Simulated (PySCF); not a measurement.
[C5H7F]+: g tensor and hyperfine couplings

Species: C5H7F (charge +1 and doublet state).
SMILES with atom numbers: `[F:1][CH2:2][C@H:3]1[CH+:4][CH:5][CH2:6]1` (hydrogens: H7, H8 on C2; H9 on C3; H10 on C4; H11 on C5; H12, H13 on C6)

Cartesian coordinates in Å at the GFN2-xTB level; atoms count from 1:
```xyz
13
C5H7F angstrom
F      2.064    1.106    1.130
C      1.565    0.326    0.152
C      0.153   -0.148    0.531
C     -0.860    0.934    0.227
C     -1.626    0.086   -0.498
C     -0.619   -1.017   -0.488
H      2.205   -0.572    0.083
H      1.602    0.891   -0.787
H      0.137   -0.513    1.558
H     -0.834    1.988    0.447
H     -2.660    0.083   -0.804
H     -1.032   -1.969   -0.140
H     -0.100   -1.195   -1.429
```

The hyperfine couplings belong to this conformer and change with its torsions.

Method used: UKS B3LYP, pcH-1 on C F H, non-relativistic, mean-field spin-orbit, GIAO in PySCF. Geometry: GFN2-xTB, one conformer, isolated ion. A GFN2-xTB geometry isn't a minimum of the functional, and hyperfine couplings can be far from their values at a DFT geometry, by a factor of two or more for some ions and for spin on atoms past the first row. The SCF solution wasn't tested for stability.

| Item | Value |
| --- | --- |
| g1, g2, g3 | 2.00223, 2.00329, 2.00515 |
| g_iso | 2.00355 |
| Form of g | rhombic: the two nearest values differ by 36 % of g3 − g1 |
| ⟨S²⟩ | 0.7531 (exact 0.7500) |
| α and β electrons | 23, 22 |
| HOMO–LUMO gap, α and β orbitals | 6.40, 2.86 eV |

Isotropic coupling and dipolar principal values T1 to T3, in MHz:

```json
{"atom": "F1", "isotope": "19F", "a_iso": "27.6", "T1": "-81.7", "T2": "-80.6", "T3": "162.3", "Mulliken spin population": "0.04"}
{"atom": "C2", "isotope": "13C", "a_iso": "20.5", "T1": "-11.3", "T2": "-10.6", "T3": "21.9", "Mulliken spin population": "0.07"}
{"atom": "C3", "isotope": "13C", "a_iso": "-14.6", "T1": "-10.1", "T2": "-8.7", "T3": "18.8", "Mulliken spin population": "0.02"}
{"atom": "C4", "isotope": "13C", "a_iso": "24.2", "T1": "-39.9", "T2": "-34.1", "T3": "73.9", "Mulliken spin population": "0.40"}
{"atom": "C5", "isotope": "13C", "a_iso": "22.3", "T1": "-37.9", "T2": "-33.7", "T3": "71.6", "Mulliken spin population": "0.40"}
{"atom": "C6", "isotope": "13C", "a_iso": "-5.4", "T1": "-6.1", "T2": "-3.7", "T3": "9.9", "Mulliken spin population": "0.00"}
{"atom": "H7", "isotope": "1H", "a_iso": "98.8", "T1": "-5.6", "T2": "-2.9", "T3": "8.5", "Mulliken spin population": "0.04"}
{"atom": "H8", "isotope": "1H", "a_iso": "-5.3", "T1": "-6.3", "T2": "-0.7", "T3": "7.0", "Mulliken spin population": "0.00"}
{"atom": "H9", "isotope": "1H", "a_iso": "11.4", "T1": "-5.6", "T2": "-3.6", "T3": "9.3", "Mulliken spin population": "0.00"}
{"atom": "H10", "isotope": "1H", "a_iso": "-9.6", "T1": "-17.0", "T2": "-5.6", "T3": "22.5", "Mulliken spin population": "-0.01"}
{"atom": "H11", "isotope": "1H", "a_iso": "4.0", "T1": "-17.2", "T2": "-6.0", "T3": "23.3", "Mulliken spin population": "0.00"}
{"atom": "H12", "isotope": "1H", "a_iso": "93.4", "T1": "-5.6", "T2": "-2.3", "T3": "8.0", "Mulliken spin population": "0.04"}
{"atom": "H13", "isotope": "1H", "a_iso": "32.8", "T1": "-5.5", "T2": "-3.6", "T3": "9.1", "Mulliken spin population": "0.01"}
```

The Mulliken spin populations are largest on C4 (+0.40), C5 (+0.40) and C2 (+0.07).

The SMILES `FC[C@H]1[CH+][CH]C1` draws the unpaired electron on C5, whose computed spin population is only +0.40.

Under fast tumbling the dipolar parts average out, and these isotropic splittings remain (the largest six): 1 × 1H (H7, I = 1/2, 2 lines) with 3.52 mT, 1 × 1H (H12, I = 1/2, 2 lines) with 3.33 mT, 1 × 1H (H13, I = 1/2, 2 lines) with 1.17 mT, 1 × 19F (F1, I = 1/2, 2 lines) with 0.98 mT, 1 × 1H (H9, I = 1/2, 2 lines) with 0.41 mT and 1 × 1H (H10, I = 1/2, 2 lines) with 0.34 mT.

The 13C coupling of C4 (24.2 MHz) shows only in satellite lines or after enrichment, since that isotope makes up about 1.07 % of natural carbon.

The spin density at the nucleus, in bohr⁻³, is negative for C3 (-0.0130), C6 (-0.0048) and H10 (-0.0021), for instance. A restricted open-shell determinant has no negative spin density anywhere; here it arises because α and β orbitals differ (spin polarisation).
